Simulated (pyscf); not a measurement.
**Routes from `[NH2][B]([Cl])[Cl]` + `[FH]`**

Candidate steps break at most two bonds and form at most two. Each was searched with GFN2-xTB (tblite) first. Structures and frequencies: ωB97X-D3(BJ)/def2-SVP in PySCF. MP2 and CC: frozen core, UHF for open shells. ΔMP2 is the change of the MP2 total energy from the triple- to the quadruple-zeta basis. Energies: CCSD(T)/def2-TZVPP + ΔMP2(QZVPP), eV, from the separated reactants, singlet surface; ΔG‡ with ideal gas, 1 atm, RRHO with modes under 100 cm⁻¹ raised to 100, one conformer, R ln 2 for chiral ones without a mode under 150 cm⁻¹.

| products | type | ΔE‡ | ΔE | ΔG‡ 298 K | ΔG‡ 900 K | ν‡ (cm⁻¹) |
|---|---|---|---|---|---|---|
| NH₃ + F–B(Cl)–Cl | four-centre exchange | 0.68 | -0.07 | 1.09 | 2.02 | 767i |
| H₂N–B(F)–Cl + HCl | four-centre exchange | 1.15 | -0.52 | 1.47 | 2.29 | 768i |
| H₂N–B(Cl)–Cl + HF | four-centre exchange | 1.98 | 0.00 | 2.28 | 3.12 | 2075i |

Row 1: On the product side the descent ends in an adduct with a B–N contact, 1.08 eV under the separated species and 1.73 eV under the saddle at ωB97X-D3(BJ)/def2-TZVP. Row 3: On the reactant side the descent ends in a complex, 0.27 eV under the separated species and 2.11 eV under the saddle at ωB97X-D3(BJ)/def2-TZVP. On the product side the descent ends in a complex, 0.27 eV under the separated species and 2.11 eV under the saddle at ωB97X-D3(BJ)/def2-TZVP. 

Plain bond fissions and candidates not yet searched are not listed, and one of them may be faster. Each barrier is that of the saddle found; lower ones may exist. The CCSD(T) − MP2 part came from Ansatz, without density fitting, on the same reference.
